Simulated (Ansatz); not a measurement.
Geometry optimisation, RKS revPBE-D4/def2-SVP (Ansatz).

Input:

```yaml
crystal:
  periodic: [false, false, false]
  atoms:
    - { symbol: Si, position_ang: [0.0, 0.0, 0.0] }
    - { symbol: Cl, position_ang: [0.0, 0.0, 2.48] }
    - { symbol: H, position_ang: [1.3768, 0.0, -0.4862] }
    - { symbol: H, position_ang: [-0.6877, 1.1914, -0.4862] }
    - { symbol: H, position_ang: [-0.6877, -1.1914, -0.4862] }
    - { symbol: H, position_ang: [-1.6702, 0.0, 0.555] }
    - { symbol: H, position_ang: [-1.4379, 0.0, 1.5063] }
basis:
  gaussian: { orbitals: def2-SVP }
hamiltonian:
  xc: revpbe
  dispersion: d4
relax:
  f_tol: 0.15
  max_steps: 25
  restrain:
    - { distance: [0, 5], at: 2.66, k: 30.0 }
    - { distance: [6, 1], at: 2.57, k: 30.0 }
    - { distance: [0, 1], at: 2.13, k: 30.0 }
    - { distance: [6, 5], at: 0.66, k: 30.0 }
```

Run as:

```bash
$ ansatz run input.yaml --threads 1 --pin off --max-ram 2048MiB --backend cpu --events-out ev --progress --plain --runs-dir out
```

**Question.** Where does it end, and by what steps?

**Answer.** The run converged. The restraints hold the end off the free minimum; the threshold counts their pulls, which the force column leaves out. Restrained pairs: Si1–H6 (1.76 → 2.67 Å), Cl2–H7 (1.74 → 2.58 Å), Si1–Cl2 (2.48 → 2.12 Å), H6–H7 (0.98 → 0.72 Å). After 5 steps the energy has fallen by 2.269 eV (the restraints' own energy left out); H6 moved furthest, 0.69 Å.

```json
{"step": "0", "energy less start (eV)": "0.0000", "largest force component (eV/Å)": "2.522", "accepted": "yes"}
{"step": "1", "energy less start (eV)": "-0.8716", "largest force component (eV/Å)": "2.751", "accepted": "yes"}
{"step": "2", "energy less start (eV)": "-1.1800", "largest force component (eV/Å)": "4.401", "accepted": "yes"}
{"step": "3", "energy less start (eV)": "-1.8054", "largest force component (eV/Å)": "3.032", "accepted": "yes"}
{"step": "4", "energy less start (eV)": "-2.2397", "largest force component (eV/Å)": "2.227", "accepted": "yes"}
{"step": "5", "energy less start (eV)": "-2.2689", "largest force component (eV/Å)": "1.598", "accepted": "yes"}
```

```xyz
7
Properties=species:S:1:pos:R:3
Si 0.237 0.000 0.037
Cl 0.397 0.000 2.148
H 1.639 0.000 -0.507
H -0.483 1.239 -0.412
H -0.483 -1.239 -0.412
H -2.329 0.000 0.775
H -2.084 0.000 1.453
```

The run took 8.9 s on 1 thread of Arm Neoverse V1, on a shared host, peak memory 0.094 GiB.
